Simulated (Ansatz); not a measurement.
Bulk modulus B0 (GPa) of solids drawn from the class of elemental solids other than molecular ones, at two levels: PBEsol (plane waves, PAW; Ansatz, an electronic-structure program), and r²SCAN (Ansatz, plane waves, PAW).

```tsv
solid	PBEsol	r²SCAN	shift (%)
bcc Ba	9.16	8.39	-8.4
hcp Zn	81.8	75.6	-7.6
bcc Mo	280	271	-3.2
bcc V	197	194	-1.5
fcc Ag	119	104	-12.6
body-centred tetragonal In	44.9	42.3	-5.8
hcp Ti	119	117	-1.7
hcp Y	42.3	40.6	-4.0
hcp Cd	54.4	43.9	-19.3
grey tin (α-Sn)	41.0	42.9	+4.6
```

The shifts run from -19.3 % to +4.6 %, with a median of -4.9 %.

Over all 10 rows r²SCAN is the larger in 1.

Ansatz's runs of these crystals have no spin polarisation. Meta-GGA and hybrid levels favour moments, which can bear on bcc V, hcp Ti, hcp Y.

Spin–orbit coupling is left out, also for the solids with elements from indium on (bcc Ba, body-centred tetragonal In, grey tin (α-Sn)); its size isn't shown.

Each level is taken at its own relaxed cell. Ansatz's density-functional and Hartree–Fock values are scalar-relativistic unless marked +SOC, with PAW data made under PBE.
